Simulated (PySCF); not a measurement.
O2S, SMILES S(=O)=O (connectivity only; charge and spin as stated), charge -1, multiplicity 2.

Coordinates come from a PBE-D3(BJ)/def2-TZVPD optimisation. The multiplicity is an assumed one; other spin states were not compared.

Method: PBE-D3(BJ)/def2-TZVPD in PySCF.

Frequencies are harmonic and unscaled.

```tsv
mode	ν (cm⁻¹)	IR (km/mol)	moving atoms (share of kinetic energy)
1	429	5.8	O 77 %, S 23 %
2	939	92.1	O 73 %, S 27 %
3	1043	308.8	O 59 %, S 41 %
```
